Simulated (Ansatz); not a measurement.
What does this script print? It uses Ansatz 0.2.0, Python API.

The script, `run_bend.py`:
```python
'''Energy of CH4AlN against one bond angle.'''

import warnings

import ansatz as az
from ase import Atoms


def main() -> None:
    warnings.simplefilter('ignore', az.DeckWarning)

    atoms = Atoms(['C', 'N', 'Al', 'H', 'H', 'H', 'H'], positions=[
        (-1.2071, -0.2632, -0.6687),
        (-0.2008, -0.8332, -0.2915),
        (1.1808, 0.062, 0.6125),
        (-1.9585, -0.7575, -1.203),
        (-1.3891, 0.8376, -0.5188),
        (1.1022, 1.6394, 0.933),
        (2.5336, -0.7532, 1.0908),
    ])

    # start the scan from a relaxed geometry
    first = (
        az.Crystal.molecule_from_ase(atoms).calculation()
        .basis(gaussian='cc-pVDZ')
        .functional('PBE')
        .relax(force_tolerance=0.02, max_steps=80)
    )
    atoms.positions = first.run().report['positions_ang']

    rows = []
    for angle in [85, 95, 105, 115, 125, 140, 160]:
        bent = atoms.copy()
        bent.set_angle(2, 1, 0, angle, indices=[0, 3, 4])
        model = (
            az.Crystal.molecule_from_ase(bent).calculation()
            .basis(gaussian='cc-pVDZ')
            .functional('PBE')
        )
        rows.append((angle, model.run().report['free_energy_ev']))
    floor = min(e for _, e in rows)
    for angle, e in rows:
        print(f'angle Al2-N1-C0 = {angle:3d} deg   {1000 * (e - floor):9.1f} meV')


if __name__ == '__main__':
    main()
```

```console
$ python run_bend.py
angle Al2-N1-C0 =  85 deg      1832.3 meV
angle Al2-N1-C0 =  95 deg      1338.3 meV
angle Al2-N1-C0 = 105 deg       976.9 meV
angle Al2-N1-C0 = 115 deg       691.8 meV
angle Al2-N1-C0 = 125 deg       463.1 meV
angle Al2-N1-C0 = 140 deg       206.5 meV
angle Al2-N1-C0 = 160 deg         0.0 meV
```

The scan is rigid, and the energies are electronic, in a modest basis. The zero is the lowest point of the grid, which needn't be the minimum. Wall time of the script: 73 s on 1 thread of Arm Neoverse N1, with other jobs on the host, peak memory 0.2 GiB.
